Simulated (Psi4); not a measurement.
# BHF2 (SMILES FBF): MP2/def2-TZVPD (Cholesky decomposition, density fitting for correlation, cholesky tolerance 1e-05, sweep point 7)

Aim: the vertical singlet–triplet gap of BHF2 at MP2/def2-TZVPD (Cholesky decomposition, density fitting for correlation, cholesky tolerance 1e-05, sweep point 7), from 2 runs. The job is set up through a Python script.

Program for the calculation: Psi4 1.11.

2 further runs of the same task are left out: 2 set aside as unsound or not needed.

## 1. The system as given

The species is BHF2 (4 atoms), meant as a singlet with charge 0. As SMILES, `FBF`. The shape is that of a PBE0-D4/def2-TZVP optimisation.

Bond lengths: F1–B2 1.313 Å, B2–F3 1.313 Å, B2–H4 1.191 Å. Angles: F1–B2–F3 118.1°, F1–B2–H4 121.0°, F3–B2–H4 121.0°.

## 2. The energy at MP2/def2-TZVPD (Cholesky decomposition, density fitting for correlation, cholesky tolerance 1e-05, sweep point 7)

Contents of job.py:

```python
import psi4

psi4.set_memory(1600000000)
psi4.set_num_threads(1)
psi4.core.set_output_file('psi4.out', False)

molecule = psi4.geometry("""
0 1
F      1.154300     0.456900    -0.361900
B     -0.001900    -0.031000     0.025200
F     -1.095400     0.528700    -0.438900
H     -0.057000    -0.954600     0.775600
units angstrom
symmetry c1
""")

options = {'basis': 'def2-TZVPD', 'puream': True, 'scf_type': 'cd', 'num_frozen_docc': 3, 'cholesky_tolerance': 1e-05}
psi4.set_options(options)

result, w = psi4.energy("mp2", return_wfn=True)
print(f'mp2 energy: {result:.10f} Eh')
```

On the command line:

```
$ python job.py
```

psi4.out:

```text
[...]
  Running in c1 symmetry.
[...]
  Nuclear repulsion =   61.888554759542060
[...]
  Multiplicity = 1
[...]
  Nalpha       = 12
  Nbeta        = 12
[...]
    Number of basis functions: 126
[...]
   @RHF iter   1:  -224.31983548632138   -9.00544e-01   3.07484e-03 DIIS/ADIIS
[...]
   @RHF iter  10:  -224.36630294657331   -2.30216e-12   4.61027e-09 DIIS
[...]
    Orbital Energies [Eh]
    ---------------------
    Doubly Occupied:
       1A    -26.321288     2A    -26.321246     3A     -7.720176
       4A     -1.653922     5A     -1.622238     6A     -0.831380
       7A     -0.769474     8A     -0.750106     9A     -0.720466
      10A     -0.666825    11A     -0.660325    12A     -0.560078
[...]
  @RHF Final Energy:  -224.36630294657331
   => Energetics <=
    Nuclear Repulsion Energy =             61.8885547595420604
    One-Electron Energy =                -435.3146669778573710
    Two-Electron Energy =                 149.0598092717420116
    Total Energy =                       -224.3663029465733132
[...]
 Multipole Moments:
 ------------------------------------------------------------------------------------
     Multipole            Electronic (a.u.)      Nuclear  (a.u.)        Total (a.u.)
 ------------------------------------------------------------------------------------
 L = 1.  Multiply by 2.5417464519 to convert [e a0] to [Debye]
 Dipole X            :          0.0467060           -0.0675938           -0.0208877
 Dipole Y            :          0.7865829           -1.1322755           -0.3456926
 Dipole Z            :         -0.6390562            0.9199550            0.2808988
 Magnitude           :                                                    0.4459191
[...]
```

Standard output:

```text
mp2 energy: -224.9627626991 Eh
```

Wall time 4.8 s (1 thread of AMD EPYC 9R45 (Zen 5), shared host); peak memory 0.32 GiB.

## 3. The triplet at the same level

Contents of job.py:

```python
import psi4

psi4.set_memory('1600 MB')
psi4.set_num_threads(1)
psi4.core.set_output_file('output.dat', False)

molecule = psi4.geometry("""
0 3
F      1.154300     0.456900    -0.361900
B     -0.001900    -0.031000     0.025200
F     -1.095400     0.528700    -0.438900
H     -0.057000    -0.954600     0.775600
units angstrom
symmetry c1
""")

psi4.set_options({
    'reference': 'uhf',
    'puream': True,
    'scf_type': 'cd',
    'num_frozen_docc': 3,
    'cholesky_tolerance': 1e-05,
    'maxiter': 150,
})

result = psi4.energy('mp2/def2-TZVPD')
print(f'total energy {result:.8f} hartree = {result * 27.211386:.5f} eV')
```

On the command line:

```
$ python job.py
```

output.dat:

```text
[...]
  Running in c1 symmetry.
[...]
  Nuclear repulsion =   61.888554759542060
[...]
  Multiplicity = 3
[...]
  Nalpha       = 13
  Nbeta        = 11
[...]
    Number of basis functions: 126
[...]
   @UHF iter   1:  -224.00420821775222   -5.84917e-01   3.04887e-03 DIIS/ADIIS
[...]
   @UHF iter  14:  -224.07266047362080   -5.48539e-12   4.74996e-09 DIIS
[...]
   @S^2 Observed:                2.005048134E+00
[...]
    Orbital Energies [Eh]
    ---------------------
    Alpha Occupied:
       1A    -26.315813     2A    -26.315789     3A     -7.720714
       4A     -1.651125     5A     -1.620681     6A     -0.905938
       7A     -0.797065     8A     -0.765207     9A     -0.743553
      10A     -0.688906    11A     -0.672108    12A     -0.656396
      13A     -0.254495
    Alpha Virtual:
      14A      0.039234    15A      0.089150    16A      0.098928
      17A      0.138867    18A      0.145822    19A      0.152188
      20A      0.159691    21A      0.184636    22A      0.189136
      23A      0.193834    24A      0.224988    25A      0.239663
[...]
  @UHF Final Energy:  -224.07266047362080
   => Energetics <=
    Nuclear Repulsion Energy =             61.8885547595420604
    One-Electron Energy =                -435.0771291039864082
    Two-Electron Energy =                 149.1159138708235616
    Total Energy =                       -224.0726604736208003
  UHF NO Occupations:
  HONO-2 :   11  A 1.9991288
  HONO-1 :   12  A 1.0000000
[...]
 Multipole Moments:
 ------------------------------------------------------------------------------------
     Multipole            Electronic (a.u.)      Nuclear  (a.u.)        Total (a.u.)
 ------------------------------------------------------------------------------------
 L = 1.  Multiply by 2.5417464519 to convert [e a0] to [Debye]
 Dipole X            :          0.0182644           -0.0675938           -0.0493293
 Dipole Y            :          0.3091406           -1.1322755           -0.8231348
 Dipole Z            :         -0.2512300            0.9199550            0.6687250
 Magnitude           :                                                    1.0616862
[...]
```

The script printed:

```text
total energy -224.65845002 hartree = -6113.26780 eV
```

Wall time 5.4 s (1 thread of AMD EPYC 9R45 (Zen 5), shared host); peak memory 0.32 GiB.

## 4. Results

Level: MP2/def2-TZVPD (Cholesky decomposition, density fitting for correlation, cholesky tolerance 1e-05, sweep point 7), 3 core orbitals frozen.

| quantity | value |
| --- | --- |
| singlet: total energy | -224.96276 Eh |
| singlet: HOMO energy (Hartree–Fock orbitals) | -15.24 eV |
| singlet: LUMO energy (Hartree–Fock orbitals) | 1.31 eV |
| singlet: HOMO–LUMO gap (Hartree–Fock orbitals) | 16.55 eV |
| singlet: correlation energy (3 core orbitals frozen) | -596.5 mEh |
| triplet: total energy | -224.65845 Eh |
| triplet: HOMO energy (Hartree–Fock orbitals) (highest over α and β) | -6.93 eV |
| triplet: LUMO energy (Hartree–Fock orbitals) (lowest over α and β) | -3.80 eV |
| triplet: correlation energy (3 core orbitals frozen) | -585.8 mEh |
| triplet: ⟨S²⟩ of the reference determinant | 2.005 |
| vertical energy of the triplet above the singlet | 8.281 eV |

In words: At this shape the triplet lies 8.28 eV (799 kJ/mol) above the singlet.
